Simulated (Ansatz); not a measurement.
We consider 1T (CdI2-type) PtSe₂, described by PBE (plane waves, PAW; Ansatz, a program for electronic structure).

Settings: plane-wave cutoff 520 eV, 12×12×8 k mesh (along the axes of the cell as run), Fermi–Dirac smearing 0.01 eV, scalar-relativistic PAW data made under PBE.

Response to compression and expansion:

Shape and atoms are relaxed at each volume.

| V (Å³/atom) | P (GPa) | direct gap at Γ (eV) | c (Å) | a (Å) |
|---|---|---|---|---|
| 25.256 | 0.09 | 2.621 | 6.213 | 3.753 |
| 25.782 | 0.07 | 2.738 | 6.347 | 3.751 |
| 26.308 | 0.00 | 2.832 | 6.475 | 3.752 |
| 26.834 | -0.02 | 2.915 | 6.606 | 3.751 |
| 27.360 | -0.07 | 2.924 | 6.734 | 3.752 |

The fundamental gap (0.81 eV at the equilibrium volume, with added k points) lies elsewhere than Γ–Γ.

Note: for a layered or molecular solid the relaxed cell lies over 5 % above the published volume, where the minimum can be shallow; the cell comes from a level without a dispersion term, which matters for the spacing of layers, chains or molecules.

Spin–orbit coupling is not included; with these elements it can move the gap by several tenths of an eV or more.
